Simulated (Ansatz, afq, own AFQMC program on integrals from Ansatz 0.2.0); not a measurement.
B$_{2}$H, quartet: AFQMC among the cluster methods

```yaml
atoms:
  - { symbol: B, position_ang: [0.0000, 0.0000, 0.4193] }
  - { symbol: B, position_ang: [0.0000, 0.0000, -2.0167] }
  - { symbol: H, position_ang: [0.0000, 0.0000, 1.5975] }
```

Connectivity, by distances: BH ··· B.

Basis 6-31G. Noble-gas cores (and the filled d shells of Ga–Kr and In–Xe) are frozen. Ansatz 0.2.0 and our own AFQMC program on the same integrals; the CISD trial comes from CCSD amplitudes, and released means the phaseless constraint is let go. Uncertainties: one standard error, sampling alone.

Determinant: UHF, the one that the program's search chose, which needn't be the lowest solution. The geometry is a point of a scan.

Full CI on the same integrals is exact in this basis and with this determinant's frozen core.

Cautions: lower spins were not checked; strong correlation (T1 0.118, weight of the determinant 0.65, largest double 0.33); unrestricted determinant slightly spin contaminated (⟨S²⟩ 3.85 against 3.75); the released energies have errors that jump between times, so the bars are unsure, so no released level is given (meV from the phaseless value at times in 1/Eh: -20 ± 8 at 0.24, -18 ± 7 at 0.51, 5267 ± 5301 at 0.99, -42 ± 6 at 1.62, -51 ± 71 at 2.40).

* T1 diagnostic: 0.1176
* weight of the determinant in the CISD state: 0.653
* ⟨S²⟩ of the determinant: 3.848
* size of the correlated space: 7 electrons in 18 orbitals

```
  level  correlation energy (eV)
    MP2                  -1.3590
   CCSD                  -2.5090
CCSD(T)                  -2.6493
```

Estimate where full CI lies against CCSD(T) on the same integrals.

10.9 kJ/mol below CCSD(T).

Reference: full CI, correlation energy -2.763 eV. The cautions show a poor starting determinant, so the rows tell how each method copes with it here, and full CI is the sure value.

```
        level  E − E(reference) (kJ/mol)  share of correlation (%)
      CCSD(T)                       10.9                     95.90
        CCSDT                        2.9                     98.90
     CCSDT(Q)                        0.6                     99.76
       CCSDTQ                        0.2                     99.93
ph-AFQMC/CISD                 12.3 ± 0.5                     95.38
```

CCSDT and higher add their correlation energy to the determinant of the CCSD(T) run, since their own runs factorise the integrals more tightly (a shift of under 2 meV). A walk keeps the symmetry of its determinant, which the program's search chose and which needn't be the lowest solution, so a lower state of the same spin and another symmetry isn't excluded.
